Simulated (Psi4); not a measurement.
Psi4 input (wB97X-D/6-31G*):

```
memory 1500 MB

molecule {
1 1
C    -0.02065591   -0.69117402    0.00191644
C     0.00318902    0.79171158   -0.00228017
H     0.99466639   -1.11708979    0.00736434
H    -0.52510368   -1.08729619    0.88639995
H    -0.51775387   -1.09242584   -0.88441419
H     0.07265744    1.34947244    0.92131550
H     0.08033507    1.34411399   -0.92848321
symmetry c1
no_reorient
no_com
}

set {
  basis 6-31G*
  reference rks
  scf_type pk
  dft_radial_points 99
  dft_spherical_points 590
  e_convergence 1e-8
  d_convergence 1e-7
  maxiter 150
}

e = energy('wb97x-d')
print_out(f'\nFINAL {e:.10f} DIPOLE {variable("CURRENT DIPOLE")[0]:.6f} {variable("CURRENT DIPOLE")[1]:.6f} {variable("CURRENT DIPOLE")[2]:.6f}\n')
```

### Question
What final total energy does it give?

### Answer
-78.81958 Eh.
